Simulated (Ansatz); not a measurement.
# AlHF radical (SMILES [F][AlH]): a rigid scan of the bond length Al2–H3

Aim: the energy along the bond length Al2–H3, from CCSD(T) and from cheaper methods, relative to the minimum. No other atom is relaxed.

Program: Ansatz 0.2.0, Gaussian basis. Level of theory: single points in def2-TZVPP. These are calculated values, not measurements.

Levels: PBE-D4, r2SCAN-D4, PBE0-D4, B3LYP-D4, wB97M-V, Hartree-Fock, MP2, CCSD, CCSD(T). The scan takes 1.415, 1.471, 1.552, 1.648, 1.754, 1.868, 1.990, 2.117, 2.250 Å.

Correlated methods freeze the cores. Orbitals are unrestricted. B3LYP uses VWN-RPA correlation.

19 further runs of the same task are left out: 19 set aside as unsound or not needed.

## 1. The system as given

The minimum, relaxed at PBE0-D4: SMILES `[F][AlH]`, 3 atoms, charge 0, spin multiplicity 2.

Atoms are counted from 1 here; the program's logs count them from 0.

Bond lengths: F1–Al2 1.656 Å, Al2–H3 1.607 Å. Angles: F1–Al2–H3 115.5°.

As a file:

```xyz
3
charge 0, multiplicity 2
F     0.90707    0.89323    0.58564
Al   -0.43254    0.31798   -0.19954
H    -0.48543   -1.27611   -0.39930
```

Energies of the minimum (eV), from earlier single points: PBE-D4 -9325.69781, r2SCAN-D4 -9330.18880, PBE0-D4 -9326.27983, B3LYP-D4 -9332.78510, wB97M-V -9330.76074, CCSD(T) -9316.03472.

At the minimum the bond length Al2–H3 is 1.607 Å.

## 2. Al2–H3 = 1.415 Å

The input, ccsdt-tzvpp/in.yaml:

```yaml
crystal:
  periodic: [false, false, false]
  atoms:
    - {symbol: F, position_ang: [0.907071, 0.893230, 0.585636]}
    - {symbol: Al, position_ang: [-0.432539, 0.317983, -0.199538]}
    - {symbol: H, position_ang: [-0.479099, -1.085276, -0.375384]}
basis:
  gaussian: {orbitals: def2-TZVPP}
magnetization: {spin_polarized: true, initial_magnetization: 1}
correlation: {method: ccsd_t}
scf: {omitted_lower_state_checks: [cluster_reference]}
```

No record of the launch command was kept for these runs.

Further steps of the session: Al2–H3 = 1.471 Å; Al2–H3 = 1.552 Å; Al2–H3 = 1.648 Å; Al2–H3 = 1.754 Å; Al2–H3 = 1.868 Å; Al2–H3 = 1.990 Å; Al2–H3 = 2.117 Å; Al2–H3 = 2.250 Å.

Q: Predict the outcome of this session. Wanted: highest point, CCSD(T); lowest point, CCSD(T); minimum along the scan, CCSD(T); RMS deviation from CCSD(T); largest T1 diagnostic.

**Answer**, as computed:

| quantity | value |
| --- | --- |
| highest point, CCSD(T) | 0.996 eV at 2.250 Å |
| lowest point, CCSD(T) | 0.000 eV at 1.607 Å |
| minimum along the scan, CCSD(T) | 1.599 Å |
| curvature there | 11.9 eV/Å² |
| RMS deviation from CCSD(T) | PBE-D4 0.082, r2SCAN-D4 0.020, PBE0-D4 0.026, B3LYP-D4 0.048, wB97M-V 0.027, Hartree-Fock 0.052, MP2 0.087, CCSD 0.009 eV |
| largest T1 diagnostic | 0.030 |

A polynomial through the near points puts the CCSD(T) minimum 0.008 Å below the PBE0-D4 value. The third derivative is negative, the usual anharmonicity of a bond. Curvature against CCSD(T): PBE-D4 -12 %, Hartree-Fock +11 %. The curve of CCSD lies nearest to CCSD(T), that of MP2 farthest. The unrestricted reference is spin-contaminated, which hurts MP2 most.
